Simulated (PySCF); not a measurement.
# Nitrogen: a sound run and one with changed settings

Sound run: N [He] 2s2 2p3, N⁺ [He] 2s2 2p2. All numbers are calculated (PySCF 2.14, no relativity, point nucleus, in cc-pVDZ (3s2p1d, 14 functions)). In the sound run the correlated levels freeze 1s2. The sound run starts from symmetry-adapted Hartree-Fock orbitals and uses a fine grid where one is needed.

A second run was set up differently.

```tsv
species	method	sound run (hartree)	changed run (hartree)	converged
N	MP2	-54.46186	-54.46344	yes
N	CCSD(T)	-54.47850	-54.47994	yes
N⁺	MP2	-53.93437	-53.93587	yes
N⁺	CCSD(T)	-53.95698	-53.95830	yes
```

Ionisation energy of N:

```
 method  sound run (eV)  changed run (eV)
    UHF          13.895            13.895
    MP2          14.354            14.356
SCS-MP2          14.144            14.144
   CCSD          14.195            14.198
CCSD(T)          14.191            14.195
```

Question: What was changed?
A. all electrons correlated in a valence basis
B. basis contracted for another Hamiltonian
C. a valence shell is frozen
D. level shift left on

Answer: A. A valence basis has no tight correlating functions, so it recovers only part of the core correlation, and not evenly between atom and ion.
